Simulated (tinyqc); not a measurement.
Inside a calculation. Method: CCSD on RHF in the sto-3g basis, for BH2+, spin multiplicity 1. One step of it, computed by the program tinyqc.

Task: Orthogonalisation. S = U s U^T; symmetric (Loewdin) form X = U s^(-1/2) U^T, so that X^T S X = 1.

overlap S, order 1B 1s, 1B 2s, 1B 2px, 1B 2py, 1B 2pz, 2H 1s, 3H 1s:
```
[[1.000000, 0.269328, 0.000000, 0.000000, 0.000000, 0.040026, 0.040026],
 [0.269328, 1.000000, 0.000000, 0.000000, 0.000000, 0.366712, 0.366712],
 [0.000000, 0.000000, 1.000000, 0.000000, 0.000000, 0.000000, 0.000000],
 [0.000000, 0.000000, 0.000000, 1.000000, 0.000000, 0.361560, -0.361560],
 [0.000000, 0.000000, 0.000000, 0.000000, 1.000000, 0.184797, 0.184797],
 [0.040026, 0.366712, 0.000000, 0.361560, 0.184797, 1.000000, 0.047690],
 [0.040026, 0.366712, 0.000000, -0.361560, 0.184797, 0.047690, 1.000000]]
```

Give: eigenvalues of S; X.

Result:

eigenvalues of S: [0.409, 0.464, 0.870, 1.000, 1.096, 1.488, 1.673]

X, order 1B 1s, 1B 2s, 1B 2px, 1B 2py, 1B 2pz, 2H 1s, 3H 1s:
```
[[1.031, -0.158, 0.000, 0.000, -0.008, 0.024, 0.024],
 [-0.158, 1.166, 0.000, 0.000, 0.067, -0.232, -0.232],
 [0.000, 0.000, 1.000, 0.000, 0.000, 0.000, 0.000],
 [0.000, 0.000, 0.000, 1.129, 0.000, -0.229, 0.229],
 [-0.008, 0.067, 0.000, 0.000, 1.033, -0.114, -0.114],
 [0.024, -0.232, 0.000, -0.229, -0.114, 1.147, -0.012],
 [0.024, -0.232, 0.000, 0.229, -0.114, -0.012, 1.147]]
```
